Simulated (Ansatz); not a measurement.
## Ansatz (development build ahead of 0.2.0) run

```yaml
crystal:
  periodic: [false, false, false]
  atoms:
    - { symbol: C, position_ang: [-1.28877, -0.42478, 0.01351] }
    - { symbol: H, position_ang: [-1.28873, -1.05196, 0.88412] }
    - { symbol: H, position_ang: [-1.25373, -1.10762, -0.88194] }
    - { symbol: H, position_ang: [-2.17702, 0.19348, 0.00768] }
    - { symbol: C, position_ang: [-0.00076, 0.39957, -0.00018] }
    - { symbol: H, position_ang: [0.0071, 1.07398, 0.89661] }
    - { symbol: H, position_ang: [0.00645, 1.05891, -0.90726] }
    - { symbol: C, position_ang: [1.30859, -0.4217, -0.01092] }
    - { symbol: H, position_ang: [1.2863, -1.07409, 0.87675] }
    - { symbol: H, position_ang: [1.24666, -1.0397, -0.87868] }
    - { symbol: H, position_ang: [2.1539, 0.17565, 0.00031] }
basis:
  gaussian: { orbitals: cc-pVDZ }
hamiltonian:
  xc: hf
correlation:
  method: mp2
  frozen_orbitals: { C: 1, H: 0 }
```

The input is written out in the form of the current development build from the run's settings.

Output:

| Property | Result |
| --- | --- |
| Converged | yes |
| Reference energy | -118.26434 hartree |
| Correlation energy | -0.44546 hartree |
| Total energy | -118.70980 hartree |
| Spin squared of the determinant | 0.000 |
